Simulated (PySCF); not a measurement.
**Frontier orbitals and the lowest excitations**

Compound: 1-piperideine, C5H9N.
Numbering: `[CH:1]1=[N:2][CH2:3][CH2:4][CH2:5][CH2:6]1` (hydrogens: H7 on C1; H8, H9 on C3; H10, H11 on C4; H12, H13 on C5; H14, H15 on C6)

Structure used (PBE0-D3(BJ)/def2-SVP), in Å, numbered top down from 1:
```xyz
15
C5H9N angstrom
C      1.3308   -0.8884    0.0965
N      0.4063   -1.6527   -0.3139
C     -0.9281   -1.1248   -0.5089
C     -1.0455    0.3947   -0.5503
C     -0.2347    1.0100    0.5816
C      1.2174    0.5707    0.4518
H      2.3313   -1.3398    0.2107
H     -1.3276   -1.5705   -1.4353
H     -1.5585   -1.5377    0.3007
H     -2.1044    0.6935   -0.4977
H     -0.6607    0.7651   -1.5170
H     -0.3135    2.1080    0.5870
H     -0.6375    0.6606    1.5484
H      1.7376    1.1544   -0.3312
H      1.7870    0.7569    1.3777
```

Computed, not measured: PySCF, TDDFT CAM-B3LYP/def2-SVPD, vertical, gas phase, core orbitals frozen in the response.

Kohn–Sham orbitals with the atoms that hold most of them (Löwdin shares over 4%, at most four atoms; ? is withheld):

| orbital | ε (eV) | atoms |
| --- | --- | --- |
| HOMO-3 | -10.88 | C5 24%, C4 22%, H13 12%, H11 11% |
| HOMO-2 | -10.75 | C4 20%, C5 19%, C6 15%, C3 10% |
| HOMO-1 | -9.42 | N2 35%, C1 25%, C3 13%, C6 7% |
| HOMO | -8.17 | ? |
| LUMO | ? | ? |
| LUMO+1 | 1.49 | C1 22%, N2 15%, C6 12%, H15 10% |
| LUMO+2 | 1.98 | H10 13%, C4 12%, C6 11%, C3 10% |

**Question.** Give the leading atoms of the HOMO.

**Answer.** N2 (bonded to 2 C) 53%; C1 (bonded to C, N and H) 12%; C3 (bonded to C, N and 2 H) 10%; C6 (bonded to 2 C and 2 H) 7%. By element: nitrogen 53%, carbon 29% or more.

**Question.** Which atoms hold the LUMO, and with what shares?

**Answer.** C1 (bonded to C, N and H) 22%; N2 (bonded to 2 C) 18%; C6 (bonded to 2 C and 2 H) 10%; C5 (bonded to 2 C and 2 H) 8%. By element: carbon 39% or more, nitrogen 18%.

**Question.** What is the LUMO energy, and the HOMO–LUMO gap?

**Answer.** ε(LUMO) = 1.08 eV; the gap is 9.26 eV (0.3401 hartree).

**Question.** The HOMO–LUMO gap is 9.26 eV. Where does the response calculation put the lowest singlet, and from which orbitals?

**Answer.** S1 is at 4.94 eV (f = 0.0027), 4.31 eV below the gap, made of HOMO→LUMO (64%), HOMO→LUMO+1 (31%). Without the coupling terms of the response equations the lowest excitation would equal the gap.

**Question.** One configuration dominates each of S3, S7 and S8. Which, and how do the shares of the two leading atoms of either orbital change from the occupied to the empty one?

**Answer.** 
- S3 (7.46 eV, f 0.117), HOMO-1→LUMO (77%): N2 35% → 18%, C1 25% → 22%
- S7 (8.00 eV, f 0.070), HOMO-1→LUMO+1 (84%): N2 35% → 15%, C1 25% → 22%
- S8 (8.23 eV, f 0.0002), HOMO-2→LUMO (70%): C4 20% → at most 8%, C5 19% → 8%, C1 at most 10% → 22%, N2 at most 10% → 18%

Hardware: Arm Neoverse V1, one thread (shared host). Cost: 70 s.

One conformer stands for the species.
